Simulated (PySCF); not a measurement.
Species: CO₂.
Bonds: O1–C2 (double), C2–O3 (double).

Linear response at PBE0/aug-cc-pVTZ (PySCF, frozen core in the response, non-relativistic). Geometry: PBE0-D3(BJ)/def2-TZVP; no solvent, vibrations or thermal averaging.

Static isotropic polarisability: 16.86 au (2.50 Å³), principal values 12.5, 12.5, 25.5 au.

Question: What is the polarisability at 1064 nm and at the sodium D line?

Answer: 16.95 au at 1064 nm (+0.5 %), 17.14 au at 589.3 nm (+1.6 %). The rise at 589.3 nm is 3.31 times that at 1064 nm; a pure ω² law gives 3.26. The lowest singlet lies at 139 nm, shorter than both wavelengths.

Question: What is the isotropic C6 coefficient between two such molecules, C6 = (3/π)∫α(iω)² dω?

Answer: 151.9 au (Eh·bohr⁶) by a ten-point quadrature over imaginary frequencies, which is 90.8 eV·Å⁶ or 8.76 J·nm⁶/mol.

Question: Which effective excitation energy ω̄ makes London's formula C6 = (3/4)α²ω̄ exact here?

Answer: ω̄ = 4·C6/(3α²) = 0.712 Eh = 19.4 eV. A one-pole form α(ω) = α/(1 − ω²/ω̄²) fitted to the 1064 nm value gives 16.7 eV.

Question: What n − 1 at the D line would an ideal gas of it have at 273.15 K and 1 atm (2.6868 × 10¹⁹ cm⁻³), by n − 1 = 2π·N·α′?

Answer: 4.29 × 10⁻⁴, a formal value whether or not that pressure can be reached.

Question: What three-body coefficient follows from the one-pole estimate C9 = (3/4)·α·C6?

Answer: 1920 au. This is an estimate from the two numbers above, not a computed integral.

Question: How many electrons N does the Slater–Kirkwood formula C6 = (3/4)·√N·α^(3/2) need to give this C6?

Answer: N = (4·C6/3)²/α³ = 8.6; the species has 22 electrons in all.

Question: What does −C6/R⁶ come to at R = 6 Å between centres?

Answer: -190 J/mol. This is the leading, orientation-averaged term; C8 and higher terms are left out.

Question: How anisotropic is the static polarisability, by Δα² = ½[(α1 − α2)² + (α2 − α3)² + (α3 − α1)²]?

Answer: Δα = 13.0 au, or 0.77 of the isotropic value.

Question: What molar refraction at the D line follows from R = (4π/3)·N_A·α′, with α′ the polarisability volume?

Answer: α′ = 2.54 Å³ gives R = 6.41 cm³/mol, for isolated, non-vibrating species.
